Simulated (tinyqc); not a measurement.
UHF in the sto-3g basis, for BH3, spin multiplicity 1, step by step. One step of it, computed by the program tinyqc.

Question. Orthogonalisation. S = U s U^T; symmetric (Loewdin) form X = U s^(-1/2) U^T, so that X^T S X = 1.

overlap S:
```
           1B 1s     1B 2s     1B 2px     1B 2py     1B 2pz      2H 1s      3H 1s      4H 1s
1B 1s   1.000000  0.269328   0.000000   0.000000   0.000000   0.039488   0.039438   0.039438
1B 2s   0.269328  1.000000   0.000000   0.000000   0.000000   0.363978   0.363719   0.363719
1B 2px  0.000000  0.000000   1.000000   0.000000   0.000000   0.403713  -0.201808  -0.201808
1B 2py  0.000000  0.000000   0.000000   1.000000   0.000000   0.000000   0.349402  -0.349402
1B 2pz  0.000000  0.000000   0.000000   0.000000   1.000000  -0.005398  -0.005393  -0.005393
2H 1s   0.039488  0.363978   0.403713   0.000000  -0.005398   1.000000   0.053172   0.053172
3H 1s   0.039438  0.363719  -0.201808   0.349402  -0.005393   0.053172   1.000000   0.053159
4H 1s   0.039438  0.363719  -0.201808  -0.349402  -0.005393   0.053172   0.053159   1.000000
```

Give: eigenvalues of S; X.

Answer.

eigenvalues of S: 0.381  0.478  0.479  0.967  1.000  1.468  1.469  1.759

X:
```
         1B 1s   1B 2s  1B 2px  1B 2py  1B 2pz   2H 1s   3H 1s   4H 1s
1B 1s    1.032  -0.167   0.000   0.000   0.000   0.024   0.024   0.024
1B 2s   -0.167   1.231   0.000   0.000  -0.003  -0.230  -0.229  -0.229
1B 2px   0.000   0.000   1.119   0.000   0.000  -0.253   0.126   0.126
1B 2py   0.000   0.000   0.000   1.119   0.000   0.000  -0.219   0.219
1B 2pz   0.000  -0.003   0.000   0.000   1.000   0.003   0.003   0.003
2H 1s    0.024  -0.230  -0.253   0.000   0.003   1.144  -0.008  -0.008
3H 1s    0.024  -0.229   0.126  -0.219   0.003  -0.008   1.144  -0.008
4H 1s    0.024  -0.229   0.126   0.219   0.003  -0.008  -0.008   1.144
```
